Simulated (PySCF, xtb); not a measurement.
## Relative energy of two isomers of CH5BN−

Structure a: `[H]/N=[BH-]\C`, a singlet. Structure b: `C=[BH-]N`, a singlet. Both are isolated ions in the gas phase, relaxed with PBE0-D4/def2-SVPD; the shapes shown needn't be the lowest conformers.

a (Å):

```yaml
atoms:
  - { symbol: C, position_ang: [-0.1976, 1.2932, 1.5513] }
  - { symbol: B, position_ang: [-1.4160, 0.7087, 0.6495] }
  - { symbol: N, position_ang: [-1.7784, 1.0979, -0.6116] }
  - { symbol: H, position_ang: [-0.5652, 1.7038, 2.5122] }
  - { symbol: H, position_ang: [0.3698, 2.0948, 1.0421] }
  - { symbol: H, position_ang: [-2.0572, -0.1977, 1.2307] }
  - { symbol: H, position_ang: [0.5226, 0.4968, 1.8239] }
  - { symbol: H, position_ang: [-1.1641, 1.8450, -0.9539] }
```

b (Å):

```yaml
atoms:
  - { symbol: C, position_ang: [1.0514, 0.0635, -0.9660] }
  - { symbol: B, position_ang: [0.4294, 0.0944, 0.3598] }
  - { symbol: N, position_ang: [-0.9643, 0.5331, 0.6515] }
  - { symbol: H, position_ang: [0.5263, 0.3373, -1.8975] }
  - { symbol: H, position_ang: [1.0468, -0.2280, 1.3860] }
  - { symbol: H, position_ang: [-1.5902, 0.5678, -0.1460] }
  - { symbol: H, position_ang: [2.1030, -0.2097, -1.1281] }
  - { symbol: H, position_ang: [-1.4298, 0.0907, 1.4338] }
```

Quicker runs give these differences E(b) − E(a): GFN2-xTB +0.859 eV; HF/STO-3G +0.718 eV (at GFN2-xTB geometries); r2SCAN-D4/def2-SVPD +0.308 eV (at GFN2-xTB geometries).

Problem. Estimate E(b) − E(a) at the level CCSD(T)/def2-SVPD + ΔMP2/def2-TZVPPD.

Solution. Calculated at CCSD(T)/def2-SVPD + ΔMP2/def2-TZVPPD: E(b) − E(a) = +0.287 eV, so structure a lies lower.

The same difference at several levels:

| level | geometry | E(b) − E(a) (eV) | departure from the last row (eV) | job, with rough time for the two |
| --- | --- | --- | --- | --- |
| GFN2-xTB | GFN2-xTB | +0.859 | +0.572 | optimisation, 0.41 s |
| HF/STO-3G | GFN2-xTB | +0.718 | +0.431 | single point, 2.2 s |
| r2SCAN-D4/def2-SVPD | GFN2-xTB | +0.308 | +0.021 | single point, 27 s |
| PBE0-D4/def2-SVPD | PBE0-D4/def2-SVPD | +0.289 | +0.002 | optimisation, 4.1 min |
| HF/def2-SVPD | PBE0-D4/def2-SVPD | +0.280 | −0.006 | part of the CCSD(T) run |
| MP2/def2-SVPD | PBE0-D4/def2-SVPD | +0.340 | +0.053 | part of the CCSD(T) run |
| CCSD(T)/def2-SVPD | PBE0-D4/def2-SVPD | +0.352 | +0.065 | single point |
| CCSD(T)/def2-SVPD + ΔMP2/def2-TZVPPD | PBE0-D4/def2-SVPD | +0.287 |  | single point, 2.2 min |

As drawn, b has 1 C=B, 1 B–N, 1 N–H in place of 1 B=N, 1 C–B, 1 C–H.

The levels shown agree on the order. The largest departure from CCSD(T)/def2-SVPD + ΔMP2/def2-TZVPPD is that of GFN2-xTB, 0.572 eV. The last row adds to CCSD(T) the change of the MP2 difference between the two basis sets, here −0.065 eV.

With harmonic frequencies from PBE0-D4/def2-SVPD (ideal gas, rigid rotor, one conformer each, 298.15 K, 1 atm): the zero-point term adds +0.004 eV; ΔH is +0.294 and ΔG +0.296 eV.

The correlated steps freeze 3 core orbitals. Mirror images aren't counted in ΔG. Codes used: PySCF 2.14.0, xtb 6.7.1; the last row on 2 threads of Intel(R) Xeon(R) Processor @ 2.50GHz (Skylake/Cascade Lake) on a shared host.
